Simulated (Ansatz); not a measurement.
# CHOSi: the cost of one run

Program: Ansatz 0.2.0, Gaussian basis. Level of theory: def2-QZVPP, core rule «outside noble gas», up to 7 orbitals frozen. These are calculated values, not measurements.

To be run: UHF; ROHF; CCSD(T) on UHF.

2 further runs of the same task are left out: 2 set aside as unsound or not needed.

## Step 1: What is computed

The geometry is a PBE0/def2-TZVP stationary point (not a proven minimum) of the parent state, kept for this charge and spin.

4 atoms, charge 1, spin multiplicity 3.

Atoms are counted from 1 here; the program's logs count them from 0.

Bond lengths: O1–C2 1.143 Å, C2–Si3 1.838 Å, Si3–H4 1.523 Å. Angles: O1–C2–Si3 173.7°, C2–Si3–H4 83.4°.

## Step 2: UHF

in.yaml

```yaml
crystal:
  periodic: [false, false, false]
  atoms:
    - {symbol: O, position_ang: [0.000000, 0.008101, 1.755319]}
    - {symbol: C, position_ang: [0.000000, 0.052092, 0.612788]}
    - {symbol: Si, position_ang: [0.000000, -0.078659, -1.220644]}
    - {symbol: H, position_ang: [0.000000, 1.442456, -1.152508]}
basis:
  gaussian: {orbitals: "def2-QZVPP.json"}
total_charge: 1
magnetization: {spin_polarized: true, initial_magnetization: 2}
hamiltonian: {xc: hf}
output: {orbitals: {seedname: orbitals}}
```

On the command line:

```bash
$ ansatz run in.yaml --threads 1 --pin off --events-out ev --progress --plain --max-ram 2393MiB
```

**Question.** How long does this run take on 1 thread of Arm Neoverse N1, shared host, and how much memory does it need?

About 29 s, with a peak of 0.49 GiB.
